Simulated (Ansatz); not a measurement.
Geometry optimisation, Ansatz, UKS PBE0-D4/def2-TZVP.

input.yaml

```yaml
crystal:
  periodic: [false, false, false]
  atoms:
    - { symbol: B, position_ang: [0.02943, 0.028684, -0.063822] }
    - { symbol: H, position_ang: [0.016407, -0.002672, 1.131453] }
    - { symbol: C, position_ang: [1.369659, 0.076162, -0.83731] }
    - { symbol: H, position_ang: [1.628801, -0.995341, -0.944904] }
    - { symbol: H, position_ang: [1.319144, 0.46622, -1.855224] }
    - { symbol: H, position_ang: [2.208767, 0.522546, -0.300248] }
    - { symbol: H, position_ang: [-1.018801, -0.052638, -0.634403] }
    - { symbol: H, position_ang: [-0.078807, -0.043062, 2.993658] }
magnetization:
  spin_polarized: true
  initial_magnetization: 1
basis:
  gaussian: { orbitals: def2-TZVP }
hamiltonian:
  xc: pbe0
  dispersion: d4
relax:
  f_tol: 0.03
  max_steps: 50
```

Run as:

```bash
$ ansatz run input.yaml --threads 4 --pin off --max-ram 5120MiB --backend cpu --events-out ev --progress --plain --runs-dir out
```

Q: Where does it end, and by what steps?

A: It converged. The force dipped under the threshold on the way, but the program's further checks kept it going. After 8 steps the energy has fallen by 0.051 eV; H8 moved furthest, 1.05 Å.

```tsv
step	energy less start (eV)	largest force component (eV/Å)	accepted
0	0.0000	0.189	yes
1	-0.0087	0.124	yes
2	-0.0289	0.208	yes
3	-0.0387	0.286	yes
4	-0.0460	0.054	yes
5	-0.0489	0.057	yes
6	-0.0501	0.037	yes
7	-0.0505	0.012	yes
8	-0.0506	0.003	yes
```

```xyz
8
Properties=species:S:1:pos:R:3
B 0.014 0.028 -0.256
H -0.073 0.004 0.939
C 1.396 0.071 -0.952
H 1.666 -0.997 -1.050
H 1.395 0.470 -1.968
H 2.198 0.524 -0.365
H -0.996 -0.048 -0.897
H -0.125 -0.053 4.039
```

Whether the end is a true minimum wasn't checked by a vibrational analysis.

The run took 6.6 s on 4 threads of AMD EPYC 7B13 (Zen 3), with other jobs on the host, peak memory 0.18 GiB.
